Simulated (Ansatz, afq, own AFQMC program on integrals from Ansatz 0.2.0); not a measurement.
## AlH3, singlet in cc-pVDZ, levels against full CI

```yaml
atoms:
  - { symbol: Al, position_ang: [0.0000, 0.0000, 0.0000] }
  - { symbol: H, position_ang: [3.2080, 0.0304, -0.0002] }
  - { symbol: H, position_ang: [-1.6304, 2.7630, -0.0056] }
  - { symbol: H, position_ang: [-1.5776, -2.7934, 0.0058] }
```

Basis cc-pVDZ. Noble-gas cores (and the filled d shells of Ga–Kr and In–Xe) are frozen. Integrals, coupled cluster, full CI and functionals: Ansatz 0.2.0; the random walks run on the same integrals in our own AFQMC program. ph-AFQMC/CISD is guided by a CISD state made of CCSD amplitudes; releasing the constraint for a short imaginary time cuts its bias at the price of noise, slowly where states lie close. Error bars are statistical, one sigma.

Determinant: RHF, the one that the program's search chose, which needn't be the lowest solution. The geometry is a point of a scan.

Full CI on the same integrals is exact in this basis and with this determinant's frozen core.

Cautions: restricted determinant unstable towards unrestricted (UHF 5.13 eV lower, ⟨S²⟩ 1.82); strong correlation (T1 0.068, weight of the determinant 0.56, largest double 0.43); (T) is large, 13 % of the CCSD correlation; (Q) is large, 117 meV, so the cluster series hasn't closed; CCSD(T) is in doubt: in a space of 6 electrons in 9 natural orbitals full CI lies 92 meV below it; the CCSDT(Q) amplitudes may be one of several solutions (largest double 0.50); the CCSDTQ amplitudes may be one of several solutions (largest double 0.51); the released energies have errors that jump between times, so the bars are unsure, so no released level is given (meV from the phaseless value at times in 1/Eh: -38 ± 8 at 0.24, -73 ± 8 at 0.51, -90 ± 35 at 0.99, -178 ± 7 at 1.62, -243 ± 9 at 2.40).

The T1 diagnostic is 0.0683. The weight of the determinant in the CISD state is 0.556 and the size of the correlated space is 6 electrons in 28 orbitals.

Reference: full CI, correlation energy -7.077 eV. The cautions show a poor starting determinant, so the rows tell how each method copes with it here, and full CI is the sure value.

| level | E − E(reference) (mEh) | share of correlation (%) |
| --- | --- | --- |
| HF | 260.08 | 0.00 |
| MP2 | 101.54 | 60.96 |
| CCSD | 35.19 | 86.47 |
| CCSD(T) | 6.60 | 97.46 |
| CCSDT | 2.92 | 98.88 |
| CCSDT(Q) | -1.39 | 100.54 |
| CCSDTQ | -0.13 | 100.05 |
| ph-AFQMC/CISD | 22.00 ± 0.28 | 91.54 |

CCSDT and higher add their correlation energy to the determinant of the CCSD(T) run, since their own runs factorise the integrals more tightly (a shift of under 2 meV). A walk keeps the symmetry of its determinant, which the program's search chose and which needn't be the lowest solution, so a lower state of the same spin and another symmetry isn't excluded.
